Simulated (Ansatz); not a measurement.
System: C$_{3}$H$_{4}$ (charge +1, doublet). SMILES of the parent species: C#CC

Atoms: C1, C2, C3, H4, H5, H6, H7. Bonds: C1-C2, C1-H4, C1-H5, C1-H6, C2-C3, C3-H7.

Bond lengths (Å) and angles (degrees) optimised at HF/3-21G with Ansatz (an electronic-structure program); PBE/6-31G* with Ansatz; B3LYP/LANL2DZ with Ansatz; B3LYP/6-31G* with Ansatz, each started from the B3LYP-D3(BJ)/def2-TZVP structure (Ansatz) of the last column. A row stands for all coordinates that are equal there; 10 of 11 kinds are shown. 6-31G* holds six Cartesian d functions. No wavenumbers were computed at PBE/6-31G*, B3LYP/LANL2DZ, so these may be saddle points.

| coordinate | HF/3-21G | PBE/6-31G* | B3LYP/LANL2DZ | B3LYP/6-31G* | B3LYP-D3(BJ)/def2-TZVP |
|---|---|---|---|---|---|
| C1-C2 | 1.440 | 1.413 | 1.429 | 1.418 | 1.408 |
| C1-H4 | 1.085 | 1.108 | 1.099 | 1.099 | 1.095 |
| C1-H5 | 1.096 | 1.128 | 1.119 | 1.117 | 1.115 |
| C2-C3 | 1.237 | 1.261 | 1.268 | 1.251 | 1.243 |
| C3-H7 | 1.062 | 1.086 | 1.080 | 1.079 | 1.074 |
| C1-C2-C3 | 179.5 | 179.1 | 179.5 | 178.9 | 178.9 |
| C2-C1-H4 | 110.8 | 112.6 | 112.3 | 112.1 | 112.2 |
| C2-C1-H5 | 107.7 | 107.3 | 108.0 | 106.9 | 106.2 |
| C2-C3-H7 | 180.0 | 179.9 | 180.0 | 179.8 | 179.8 |
| H4-C1-H5 | 107.9 | 105.0 | 105.5 | 106.1 | 106.0 |

Mean signed difference of all 6 bond lengths from B3LYP-D3(BJ)/def2-TZVP: HF/3-21G -0.004 Å, PBE/6-31G* 0.012 Å, B3LYP/LANL2DZ 0.011 Å, B3LYP/6-31G* 0.005 Å.
